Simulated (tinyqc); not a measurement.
Inside a calculation. Method: UKS/LDA (VWN5) in the sto-3g basis, for CH2, spin multiplicity 3. One step of it, computed by the program tinyqc.

Question. Iteration 1: building the Kohn-Sham matrix. J_ij = sum D_kl (ij|kl) with D = D(alpha) + D(beta); F = H + J + V_xc; E = tr D H + tr D J / 2 + E_xc + E_nn.

D(alpha) at the start, lower triangle:
```
            1C 1s      1C 2s    1C 2px     1C 2py     1C 2pz     2H 1s     3H 1s
1C 1s    1.074210
1C 2s   -0.316535   1.341788
1C 2px   0.000000   0.000000  1.000000
1C 2py   0.000000   0.000000  0.000000   1.185366
1C 2pz  -0.032681   0.186258  0.000000   0.000000   1.121494
2H 1s    0.042806  -0.175336  0.000000  -0.155417  -0.136247  0.054726
3H 1s    0.042806  -0.175336  0.000000   0.155417  -0.136247  0.013971  0.054726
```

D(beta) at the start, lower triangle:
```
            1C 1s      1C 2s    1C 2px     1C 2py     1C 2pz     2H 1s     3H 1s
1C 1s    1.059686
1C 2s   -0.256892   1.096852
1C 2px   0.000000   0.000000  0.000000
1C 2py   0.000000   0.000000  0.000000   1.185366
1C 2pz  -0.138451   0.620621  0.000000   0.000000   0.351207
2H 1s    0.046663  -0.191175  0.000000  -0.155417  -0.108158  0.053702
3H 1s    0.046663  -0.191175  0.000000   0.155417  -0.108158  0.012947  0.053702
```

core Hamiltonian H = T + V (hartree), lower triangle:
```
             1C 1s      1C 2s     1C 2px     1C 2py     1C 2pz      2H 1s      3H 1s
1C 1s   -18.682483
1C 2s    -4.506827  -5.618598
1C 2px    0.000000   0.000000  -4.494749
1C 2py    0.000000   0.000000   0.000000  -4.638564
1C 2pz   -0.018609  -0.195352   0.000000   0.000000  -4.580333
2H 1s    -0.994189  -2.265694   0.000000  -1.496395  -1.204729  -3.472535
3H 1s    -0.994189  -2.265694   0.000000   1.496395  -1.204729  -0.734369  -3.472535
```

Two-electron integrals (ij|kl) in chemists' order, unique and non-zero (hartree):
```
(11|11) 3.541948    (21|11) 0.576921    (21|21) 0.111888    (22|11) 0.854682
(22|21) 0.205284    (22|22) 0.624709    (31|31) 0.020296    (32|31) 0.030858
(32|32) 0.137996    (33|11) 0.852436    (33|21) 0.205335    (33|22) 0.624568
(33|33) 0.672833    (41|41) 0.020296    (42|41) 0.030858    (42|42) 0.137996
(43|43) 0.036269    (44|11) 0.852436    (44|21) 0.205335    (44|22) 0.624568
(44|33) 0.600295    (44|44) 0.672833    (51|51) 0.020296    (52|51) 0.030858
(52|52) 0.137996    (53|53) 0.036269    (54|54) 0.036269    (55|11) 0.852436
(55|21) 0.205335    (55|22) 0.624568    (55|33) 0.600295    (55|44) 0.600295
(55|55) 0.672833    (61|11) 0.126775    (61|21) 0.024439    (61|22) 0.044756
(61|33) 0.044602    (61|41) 0.001184    (61|42) 0.002204    (61|44) 0.044901
(61|51) 0.000914    (61|52) 0.001700    (61|54) 0.000231    (61|55) 0.044780
(61|61) 0.005459    (62|11) 0.302981    (62|21) 0.073739    (62|22) 0.246769
(62|33) 0.240862    (62|41) 0.005561    (62|42) 0.038255    (62|44) 0.251827
(62|51) 0.004290    (62|52) 0.029511    (62|54) 0.008459    (62|55) 0.247387
(62|61) 0.016802    (62|62) 0.127585    (63|31) 0.007513    (63|32) 0.039574
(63|43) 0.007491    (63|53) 0.005779    (63|63) 0.015720    (64|11) 0.204030
(64|21) 0.050300    (64|22) 0.178490    (64|33) 0.169486    (64|41) 0.010821
(64|42) 0.065270    (64|44) 0.191889    (64|51) 0.002552    (64|52) 0.019822
(64|54) 0.011504    (64|55) 0.173903    (64|61) 0.012003    (64|62) 0.109628
(64|64) 0.108212    (65|11) 0.157394    (65|21) 0.038803    (65|22) 0.137692
(65|33) 0.130747    (65|41) 0.002552    (65|42) 0.019822    (65|44) 0.136471
(65|51) 0.009482    (65|52) 0.054866    (65|54) 0.011907    (65|55) 0.145711
(65|61) 0.009259    (65|62) 0.084570    (65|64) 0.071351    (65|65) 0.070763
(66|11) 0.452028    (66|21) 0.111896    (66|22) 0.425502    (66|33) 0.402887
(66|41) 0.010663    (66|42) 0.098293    (66|44) 0.445101    (66|51) 0.008226
(66|52) 0.075826    (66|54) 0.032565    (66|55) 0.428008    (66|61) 0.025877
(66|62) 0.277485    (66|64) 0.263420    (66|65) 0.203209    (66|66) 0.774606
(71|11) 0.126775    (71|21) 0.024439    (71|22) 0.044756    (71|33) 0.044602
(71|41) -0.001184   (71|42) -0.002204   (71|44) 0.044901    (71|51) 0.000914
(71|52) 0.001700    (71|54) -0.000231   (71|55) 0.044780    (71|61) 0.005308
(71|62) 0.015900    (71|64) 0.010316    (71|65) 0.008772    (71|66) 0.024052
(71|71) 0.005459    (72|11) 0.302981    (72|21) 0.073739    (72|22) 0.246769
(72|33) 0.240862    (72|41) -0.005561   (72|42) -0.038255   (72|44) 0.251827
(72|51) 0.004290    (72|52) 0.029511    (72|54) -0.008459   (72|55) 0.247387
(72|61) 0.015900    (72|62) 0.094668    (72|64) 0.057915    (72|65) 0.061159
(72|66) 0.163407    (72|71) 0.016802    (72|72) 0.127585    (73|31) 0.007513
(73|32) 0.039574    (73|43) -0.007491   (73|53) 0.005779    (73|63) 0.011028
(73|73) 0.015720    (74|11) -0.204030   (74|21) -0.050300   (74|22) -0.178490
(74|33) -0.169486   (74|41) 0.010821    (74|42) 0.065270    (74|44) -0.191889
(74|51) -0.002552   (74|52) -0.019822   (74|54) 0.011504    (74|55) -0.173903
(74|61) -0.010316   (74|62) -0.057915   (74|64) -0.025390   (74|65) -0.036654
(74|66) -0.091331   (74|71) -0.012003   (74|72) -0.109628   (74|74) 0.108212
(75|11) 0.157394    (75|21) 0.038803    (75|22) 0.137692    (75|33) 0.130747
(75|41) -0.002552   (75|42) -0.019822   (75|44) 0.136471    (75|51) 0.009482
(75|52) 0.054866    (75|54) -0.011907   (75|55) 0.145711    (75|61) 0.008772
(75|62) 0.061159    (75|64) 0.036654    (75|65) 0.049735    (75|66) 0.112390
(75|71) 0.009259    (75|72) 0.084570    (75|74) -0.071351   (75|75) 0.070763
(76|11) 0.089946    (76|21) 0.022023    (76|22) 0.077528    (76|33) 0.075143
(76|44) 0.077158    (76|51) 0.002044    (76|52) 0.015458    (76|55) 0.080203
(76|61) 0.004929    (76|62) 0.037355    (76|64) 0.027700    (76|65) 0.027146
(76|66) 0.078117    (76|71) 0.004929    (76|72) 0.037355    (76|74) -0.027700
(76|75) 0.027146    (76|76) 0.013456    (77|11) 0.452028    (77|21) 0.111896
(77|22) 0.425502    (77|33) 0.402887    (77|41) -0.010663   (77|42) -0.098293
(77|44) 0.445101    (77|51) 0.008226    (77|52) 0.075826    (77|54) -0.032565
(77|55) 0.428008    (77|61) 0.024052    (77|62) 0.163407    (77|64) 0.091331
(77|65) 0.112390    (77|66) 0.288861    (77|71) 0.025877    (77|72) 0.277485
(77|74) -0.263420   (77|75) 0.203209    (77|76) 0.078117    (77|77) 0.774606
```

nuclear repulsion = 5.81594078 hartree

V_xc(alpha) (hartree), lower triangle:
```
            1C 1s      1C 2s     1C 2px     1C 2py     1C 2pz      2H 1s      3H 1s
1C 1s   -2.160065
1C 2s   -0.343384  -0.641447
1C 2px   0.000000   0.000000  -0.630918
1C 2py   0.000000   0.000000   0.000000  -0.649277
1C 2pz  -0.001667  -0.005129   0.000000   0.000000  -0.648966
2H 1s   -0.075846  -0.224174   0.000000  -0.151514  -0.118377  -0.262520
3H 1s   -0.075846  -0.224174   0.000000   0.151514  -0.118377  -0.064366  -0.262520
```

V_xc(beta) (hartree), lower triangle:
```
            1C 1s      1C 2s     1C 2px     1C 2py     1C 2pz      2H 1s      3H 1s
1C 1s   -2.131622
1C 2s   -0.324113  -0.541699
1C 2px   0.000000   0.000000  -0.510062
1C 2py   0.000000   0.000000   0.000000  -0.590840
1C 2pz  -0.009468  -0.063935   0.000000   0.000000  -0.526789
2H 1s   -0.072370  -0.202784   0.000000  -0.142736  -0.118782  -0.248459
3H 1s   -0.072370  -0.202784   0.000000   0.142736  -0.118782  -0.059397  -0.248459
```

E_xc = sum of w rho eps_xc = -6.24088932 hartree

Give: Coulomb J; F(alpha); F(beta); total energy of this density.

Answer.

Coulomb J (hartree), lower triangle:
```
         1C 1s  1C 2s  1C 2px  1C 2py  1C 2pz  2H 1s  3H 1s
1C 1s   12.406
1C 2s    2.424  5.531
1C 2px   0.000  0.000   5.502
1C 2py   0.000  0.000   0.000   5.562
1C 2pz   0.026  0.108   0.000   0.000   5.513
2H 1s    0.532  2.129   0.000   1.510   1.187  3.512
3H 1s    0.532  2.129   0.000  -1.510   1.187  0.660  3.512
```

F(alpha) (hartree), lower triangle:
```
         1C 1s   1C 2s  1C 2px  1C 2py  1C 2pz   2H 1s   3H 1s
1C 1s   -8.437
1C 2s   -2.427  -0.729
1C 2px   0.000   0.000   0.377
1C 2py   0.000   0.000   0.000   0.274
1C 2pz   0.006  -0.092   0.000   0.000   0.283
2H 1s   -0.538  -0.360   0.000  -0.138  -0.136  -0.223
3H 1s   -0.538  -0.360   0.000   0.138  -0.136  -0.139  -0.223
```

F(beta) (hartree), lower triangle:
```
         1C 1s   1C 2s  1C 2px  1C 2py  1C 2pz   2H 1s   3H 1s
1C 1s   -8.408
1C 2s   -2.407  -0.629
1C 2px   0.000   0.000   0.498
1C 2py   0.000   0.000   0.000   0.332
1C 2pz  -0.002  -0.151   0.000   0.000   0.406
2H 1s   -0.535  -0.339   0.000  -0.129  -0.136  -0.209
3H 1s   -0.535  -0.339   0.000   0.129  -0.136  -0.134  -0.209
```

total energy of this density = -36.66805 hartree

This density is the starting one.
